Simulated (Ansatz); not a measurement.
Telling isomers of CH6OSi apart by their spectra

These gas-phase data were calculated for one isomer of CH6OSi at B3LYP-D4/def2-TZVP (harmonic, unscaled wavenumbers; equilibrium rotational constants with average atomic masses):

- rotational constants: 26.07, 5.058, 4.628 GHz
- all wavenumbers above 1500 cm⁻¹: 3797, 3074, 2987, 2239, 2218, 2209

Candidates:

(1) `CO[SiH3]`, a singlet
(2) `C[SiH2]O`, a singlet
(3) `OC[SiH3]`, a singlet

Assign the data to one candidate and say why.

Candidate (3). The band at 3797 cm⁻¹ lies where the O–H stretch is expected; (1) has no mode between 3300 and 4000 cm⁻¹. 3 modes lie between 2000 and 2380 cm⁻¹, one for each Si–H bond, while (2) has 2.

The same quantities for all candidates:

|  | rotational constants (GHz) | wavenumbers above 1500 cm⁻¹ | E above the lowest, B3LYP-D4/def2-TZVP (kcal/mol) |
| --- | --- | --- | --- |
| (1) | 34.22, 5.549, 5.219 | 3100, 3048, 2998, 2261, 2207, 2200, 1503, 1501 | 21.6 |
| (2) | 19.7, 6.449, 5.386 | 3873, 3102, 3092, 3025, 2243, 2193 | 0.0 |
| (3) | 26.07, 5.058, 4.628 | 3797, 3074, 2987, 2239, 2218, 2209 | 48.3 |

Each candidate is one conformer. Programs: Ansatz 0.2.0.
